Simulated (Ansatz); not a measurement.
Results of r²SCAN (Ansatz, a first-principles code, PAW) for cubic perovskite KTaO3.

Numerical settings: plane-wave cutoff 560 eV, 8×8×8 k mesh, Fermi–Dirac smearing 0.01 eV, scalar-relativistic PAW data made under PBE.

Properties against volume:

```
V (Å³/atom)  P (GPa)  direct gap at Γ (eV)  smallest gap on the k mesh (eV)
-----------  -------  --------------------  -------------------------------
11.943         14.82                 3.384                            2.784
12.198          9.34                 3.348                            2.731
12.452          4.42                 3.308                            2.679
12.706          0.00                 3.266                            2.626
12.960         -3.96                 3.220                            2.574
13.214         -7.52                 3.174                            2.521
13.468        -10.71                 3.125                            2.469
```

The fundamental gap (2.63 eV at the equilibrium volume, with added k points) lies elsewhere than Γ–Γ.

Measured, for comparison: band gap 3.64 eV (temperature not stated, no zero-point or thermal correction, indirect; as tabulated in Himmetoglu and Janotti (2016), arXiv:1601.06205).

Spin–orbit coupling is not included.
